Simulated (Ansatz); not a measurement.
System: C2H2O2, charge 0, singlet. C2H2O2 (SMILES O=CC=O).
B3LYP-D3(BJ)/def2-TZVP minimum from Ansatz (a quantum-chemistry and plane-wave program):
```xyz
6

C      0.0079     0.7617    -0.0144
C     -0.0079    -0.7617     0.0144
O      1.0376     1.3794    -0.0260
H     -0.9919     1.2360    -0.0234
O     -1.0376    -1.3794     0.0260
H      0.9919    -1.2360     0.0234
```
Charge 0, spin multiplicity 1.

Hartree-Fock and MP2 correlation energies in hartree (Ansatz). Radicals and triplets start from unrestricted determinants; spin-orbit coupling is neglected. Cores are frozen in correlated methods. No relativity. The restricted determinant of C2H2O2 (O=CC=O, singlet) is unstable towards broken spin symmetry in at least one set run.

| basis | X | E(HF) | E(corr, MP2) |
|---|---|---|---|
| cc-pVTZ | 3 | -226.67672 | -0.76608 |
| cc-pVQZ | 4 | -226.69387 | -0.82197 |
| cc-pV5Z | 5 | -226.69796 | withheld |

Task: Fit E(corr) = E∞ + A/X³ to X = 3 and 4, predict X = 5, and compare with the run.

Result: A = (-0.76608 - (-0.82197))/(1/27 - 1/64) = 2.6102; E∞ = -0.82197 - A/64 = -0.86275; at X = 5, E∞ + A/125 = -0.84187. The run gave -0.84468, 2.81 mEh below the prediction. The same form on X = 4 and 5 gives E∞ = -0.86851, 5.75 mEh below the first estimate.
